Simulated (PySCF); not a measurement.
A PySCF script (with the pyscf-properties extension) for the spin–spin couplings of SMILES FCC1=NC1, C₃H₄FN, on a GFN2-xTB, dihedral held geometry:

```python
import basis_set_exchange as bse
import numpy as np
from pyscf import gto, dft
from pyscf.data import nist
from pyscf.prop import ssc

atoms = """
F     1.523392    0.551694    1.207251
C     1.287411   -0.219355    0.098085
C    -0.117862   -0.187038   -0.291700
N    -0.977837   -0.597846   -1.108933
C    -1.453945    0.319164   -0.023176
H     1.594882   -1.245089    0.340111
H     1.918441    0.169244   -0.711866
H    -2.046508   -0.115335    0.770437
H    -1.714466    1.330289   -0.305197
"""
names = dict.fromkeys(["F", "C", "N", "H"], "pcJ-1")
basis = {el: gto.basis.parse(bse.get_basis(n, elements=[el], fmt="nwchem")) for el, n in names.items()}
mol = gto.M(atom=atoms, basis=basis, charge=0, verbose=0)
mf = dft.RKS(mol, xc="B3LYP")
mf.grids.level = 2
mf.grids.alignment = dft.numint.BLKSIZE   # the property module wants whole blocks of grid points
mf.conv_tol = 1e-9
mf.kernel()

sc = ssc.RKS(mf)
sc.with_fcsd = True   # Fermi contact and spin-dipole together
sc.max_cycle_cphf = 60
g = {"C": 1.4048236, "F": 5.257736, "H": 5.58569468, "N": -0.566378}   # nuclear g factors of 13C, 19F, 1H, 15N
sc.nuc_pair = [(i, j) for i in range(mol.natm) for j in range(i + 1, mol.natm)
               if mol.atom_pure_symbol(i) in g and mol.atom_pure_symbol(j) in g]
K = sc.kernel()
unit = nist.HARTREE2J / nist.PLANCK * (0.5 * nist.E_MASS / nist.PROTON_MASS) ** 2
for (i, j), k in zip(sc.nuc_pair, K):
    a, b = mol.atom_pure_symbol(i), mol.atom_pure_symbol(j)
    J = unit * g[a] * g[b] * np.trace(k) / 3
    if abs(J) >= 1:
        print("%s%d %s%d %8.1f Hz" % (a, i, b, j, J))
```

Problem. What does it print?

Solution. 
```
F0 C1   -226.5 Hz
F0 C2     27.0 Hz
F0 N3      8.3 Hz
F0 C4      3.2 Hz
F0 H5     54.9 Hz
F0 H6     54.9 Hz
C1 C2     74.9 Hz
C1 N3     -3.4 Hz
C1 H5    156.3 Hz
C1 H6    156.3 Hz
C2 N3      8.4 Hz
C2 C4     27.5 Hz
C2 H5     -4.8 Hz
C2 H6     -4.9 Hz
C2 H7     -3.1 Hz
C2 H8     -3.1 Hz
N3 C4     13.4 Hz
N3 H5     -1.6 Hz
N3 H6     -1.6 Hz
N3 H7     -3.6 Hz
N3 H8     -3.6 Hz
C4 H5      1.2 Hz
C4 H6      1.2 Hz
C4 H7    187.3 Hz
C4 H8    187.3 Hz
H5 H6    -20.5 Hz
H5 H7     -1.7 Hz
H5 H8     -1.0 Hz
H6 H7     -1.0 Hz
H6 H8     -1.7 Hz
H7 H8      9.9 Hz
```

These numbers come from an equivalent density-fitted implementation of the same equations, which agrees with the script to about 0.1 Hz, so last digits may differ.

The geometry is no minimum: GFN2-xTB, dihedral held.

Size and cost of the density-fitted run: 175 basis functions, 17 s wall time on 1 thread of an x86-64 server CPU, shared host.
